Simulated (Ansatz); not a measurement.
(1) Predict a relaxed structure of AlH2Et (C₂H₇Al), charge 0, singlet, at PBE0-D4/def2-TZVP (Ansatz).

Answers

(1) 
```csv
atom,x (Å),y (Å),z (Å)
Al1,0.081,-1.544,-0.627
H2,0.784,-2.652,0.274
H3,-0.993,-2.008,-1.708
C4,0.482,0.357,-0.360
C5,-0.386,0.991,0.736
H6,0.338,0.900,-1.300
H7,1.540,0.472,-0.097
H8,-0.148,2.049,0.882
H9,-1.452,0.936,0.496
H10,-0.247,0.498,1.703
```
 This is one stationary point.
